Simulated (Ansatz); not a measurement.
Coupled-cluster diagnostics for the cluster Na₃, Ansatz.

Geometry of the doublet (B3LYP/def2-TZVP):

```tsv
atom	x (Å)	y (Å)	z (Å)
Na1	-0.926	0.163	-0.428
Na2	1.055	2.674	-0.024
Na3	-0.130	-2.836	0.451
```

Correlated methods freeze 3 core orbitals; core or outer-core shells of Na are correlated, in sets that lack core-valence functions. Another isomer (doublet) lies 0.04 eV lower at PBE0/def2-TZVP; other spin states weren't run for this one.

(1) Estimate the CCSD(T) correlation energy, the shares of MP2 and (T), T1 and the reference's ⟨S²⟩ for: charge 0, doublet, own geometry in def2-TZVPP; and the rough time on 2 threads of Arm Neoverse V1 on a shared host.

## Answers

(1) 
```json
{"state": "charge 0, doublet, own geometry", "basis": "def2-TZVPP", "correlation (eV)": "-14.850", "MP2 share (%)": "93.8", "(T) share (%)": "1.5", "T1": "0.029", "⟨S²⟩ (pure)": "0.99 (0.75)", "wall time": "12 s", "remarks": "spin-contaminated"}
```
Customary marks for T1 are 0.02 (closed shells), 0.045 (open shells) and about 0.05 (3d metals). T1 exceeds 0.02 in 1 of 1 rows and 0.045 in 0; the higher it lies, the less the single-reference result can be trusted.
